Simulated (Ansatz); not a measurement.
Task: a short molecular-dynamics run of AlH6P, SMILES [AlH3-][PH3+], with the Ansatz DFT code, driven from Python. Give the script and its output. Level of theory (for the species named): BLYP, 6-31G* basis, multiplicity 1.

```yaml
atoms:
  - { symbol: Al, position_ang: [-0.3335, 0.0898, -1.0376] }
  - { symbol: P, position_ang: [0.3787, -0.1559, 1.0856] }
  - { symbol: H, position_ang: [0.4077, -0.8091, -2.0532] }
  - { symbol: H, position_ang: [-1.8579, -0.2335, -1.1175] }
  - { symbol: H, position_ang: [-0.1847, 1.6524, -1.4996] }
  - { symbol: H, position_ang: [0.8672, 1.0891, 1.5778] }
  - { symbol: H, position_ang: [1.4471, -1.1020, 1.0917] }
  - { symbol: H, position_ang: [-0.6325, -0.5879, 1.8969] }
```

`md.py`:
```python
"""Molecular dynamics of one AlH6P molecule."""

import ansatz as az
from ase import Atoms
import numpy as np

atoms = Atoms(["Al", "P", "H", "H", "H", "H", "H", "H"], positions=[
    (-0.3335, 0.0898, -1.0376),
    (0.3787, -0.1559, 1.0856),
    (0.4077, -0.8091, -2.0532),
    (-1.8579, -0.2335, -1.1175),
    (-0.1847, 1.6524, -1.4996),
    (0.8672, 1.0891, 1.5778),
    (1.4471, -1.102, 1.0917),
    (-0.6325, -0.5879, 1.8969),
])
system = az.Crystal.molecule_from_ase(atoms)

job = (
    system.calculation()
    .basis(gaussian="6-31G*")
    .functional("BLYP")
)
symbols = [site.symbol for site in system.cartesian_sites]
start = np.array([site.position_ang for site in system.cartesian_sites], dtype=float)
summary = job.relax(force_tolerance=0.02, max_steps=100).run(threads=1).report
end = np.array(summary["positions_ang"])
minimum = az.Crystal.molecule()
for symbol, place in zip(symbols, end):
    minimum = minimum.atom(symbol, place.tolist())

# dynamics from the relaxed geometry
job = minimum.calculation()
job = job.basis(gaussian="6-31G*")
job = job.functional("BLYP").md("nve", timestep=0.5, steps=30, temperature=500, initial_velocities="maxwell_boltzmann", seed=11)
frames = []
done = job.session().plan().execute(on_event=lambda e: frames.append(e["data"]) if e["event"] == "md_step" else None)
print("t (fs)   E_pot (eV)      E_kin (eV)   T (K)   d(0-1) (A)")
for f in frames[::2]:
    xyz = np.array(f["positions_ang"])
    print(f"{f['time_fs']:6.2f} {f['lagrangian_ev']:14.5f} {f['e_kin_ev']:10.5f} {f['temperature_k']:8.1f} {np.linalg.norm(xyz[0] - xyz[1]):9.4f}")
kept = np.array([f["conserved_ev"] for f in frames])
print(f"conserved energy moves by at most {1000 * np.ptp(kept):.3f} meV")
```

```console
$ python md.py
t (fs)   E_pot (eV)      E_kin (eV)   T (K)   d(0-1) (A)
  0.00   -15981.08141    0.38778    500.0    2.6003
  1.00   -15981.05486    0.36138    466.0    2.5940
  2.00   -15980.98781    0.29492    380.3    2.5875
  3.00   -15980.91616    0.22385    288.6    2.5808
  4.00   -15980.87511    0.18292    235.9    2.5739
  5.00   -15980.87167    0.17911    230.9    2.5668
  6.00   -15980.88464    0.19167    247.1    2.5597
  7.00   -15980.88860    0.19549    252.1    2.5527
  8.00   -15980.87359    0.18064    232.9    2.5461
  9.00   -15980.84711    0.15443    199.1    2.5399
 10.00   -15980.82479    0.13233    170.6    2.5343
 11.00   -15980.81986    0.12747    164.4    2.5293
 12.00   -15980.83622    0.14371    185.3    2.5249
 13.00   -15980.86660    0.17385    224.2    2.5211
 14.00   -15980.89622    0.20323    262.0    2.5176
 15.00   -15980.91160    0.21856    281.8    2.5146
conserved energy moves by at most 1.456 meV
```

What to keep in mind:
- Total energies depend on the basis set; only differences at equal settings carry meaning.
- The trajectory is only some femtoseconds long, so its temperature is not equilibrated; where the script doesn't relax first, it starts from a rough generated geometry.
- The temperature counts the internal degrees of freedom alone.
- It ran for 72 s on 1 thread of Arm Neoverse V1, with other jobs on the host, peak memory 0.18 GiB.

(Lines on the test bed's own set-up are left out of the output.)
